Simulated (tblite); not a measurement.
Compound: 1-buten-3-yne, C₄H₄.
SMILES with atom numbers: `[CH:1]#[C:2][CH:3]=[CH2:4]` (hydrogens: H5 on C1; H6 on C3; H7, H8 on C4)

Computed with GFN2-xTB (tblite), gas phase: Langevin dynamics at 200 K from the optimised GFN2-xTB geometry, time step 0.5 fs, friction 0.01 fs⁻¹, 2000 steps.

Start geometry:
```
atom  x, y, z in Å
C1      0.812    0.396    1.915
C2      0.151    0.223    0.928
C3     -0.641    0.023   -0.223
C4     -0.142   -0.353   -1.394
H5      1.391    0.548    2.777
H6     -1.702    0.200   -0.091
H7      0.912   -0.530   -1.527
H8     -0.772   -0.497   -2.255
```

The statistics below take the 31 frames saved every 25 fs from 250 to 1000 fs; their kinetic temperature (all 3N coordinates) averages 168 K.

**Question.** Give the mean, spread and extremes of the bond lengths.

**Answer.** 
```
 bond  start (Å)  mean (Å)  standard deviation (Å)  shortest (Å)  longest (Å)
C1≡C2      1.201     1.205                   0.016         1.174        1.234
C2–C3      1.411     1.415                   0.022         1.371        1.460
C3=C4      1.328     1.328                   0.015         1.293        1.365
C1–H5      1.049     1.050                   0.016         1.019        1.088
C3–H6      1.083     1.086                   0.020         1.041        1.125
C4–H7      1.077     1.079                   0.019         1.036        1.130
C4–H8      1.076     1.078                   0.012         1.056        1.100
```

**Question.** How far does each atom move about its mean position (frames aligned on the start, all atoms weighted alike), and what rms force does it feel?

**Answer.** 
```
atom  rms displacement (Å)  rms force (eV/Å)
  C1                  0.07              1.64
  C2                  0.11              2.12
  C3                  0.07              1.51
  C4                  0.05              1.29
  H5                  0.12              0.66
  H6                  0.08              0.70
  H7                  0.11              0.70
  H8                  0.11              0.53
```

The displacements run from 0.05 to 0.12 Å.

**Question.** How widely does the potential energy scatter, against a harmonic estimate?

**Answer.** Mean 0.13 eV above the start, standard deviation 0.037 eV, range 0.06 to 0.24 eV. For 18 classical harmonic modes at 200 K the canonical values are 18kT/2 = 0.16 eV and kT·√(18/2) = 0.052 eV.

The run is classical and short, so these are rough statistics of one trajectory.

The cost below is that of the whole dynamics run. Time: 2.4 s of wall time; peak memory 0.18 GiB. Hardware: an AMD EPYC 9B45 with one thread, shared host with 96 logical CPUs at a one-minute load of 14.
